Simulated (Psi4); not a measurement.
# [CF3]+ (SMILES F[C+](F)F): CAM-B3LYP/6-31+G(d,p) (spherical functions, sweep point 5)

Aim: the polarisability of [CF3]+. 

Program for the calculation: Psi4 1.11.

7 further runs of the same task are left out: 7 set aside as unsound or not needed.

## (1) Starting point

The species is [CF3]+ (4 atoms), meant as a singlet with charge +1. SMILES: `F[C+](F)F`. The shape is that of a PBE0-D4/def2-TZVP optimisation.

Bond lengths: F1–C2 1.230 Å, C2–F3 1.230 Å, C2–F4 1.230 Å. Angles: F1–C2–F3 120.0°, F1–C2–F4 120.0°, F3–C2–F4 120.0°.

## (2) The polarisability at CAM-B3LYP/6-31+G(d,p) (spherical functions, sweep point 5)

Input file calc.in:

```
memory 1.6 GB

molecule geom {
  1 1
  F      0.698600    -0.114600     1.005400
  C      0.000000     0.000000     0.000000
  F     -0.609500    -0.973400    -0.439400
  F     -0.089000     1.088000    -0.566000
  symmetry c1
}

set {
  basis                6-31+G**
  reference            rks
  puream               true
  scf_type             pk
  dft_radial_points    99
  dft_spherical_points 590
}

E, wfn = properties("cam-b3lyp", properties=['dipole_polarizabilities'], return_wfn=True)
print_variables()
```

Run with:

```console
$ psi4 -i calc.in -o calc.out -n 1
```

Q: Predict the results. Wanted: total energy; HOMO energy; LUMO energy; HOMO–LUMO gap; mean static polarisability.

**Answer.** As computed:

Level: CAM-B3LYP/6-31+G** (spherical functions, sweep point 5).

| quantity | value |
| --- | --- |
| total energy | -337.14756 Eh |
| HOMO energy | -23.46 eV |
| LUMO energy | -9.31 eV |
| HOMO–LUMO gap | 14.15 eV |
| mean static polarisability | 12.2 bohr³ |
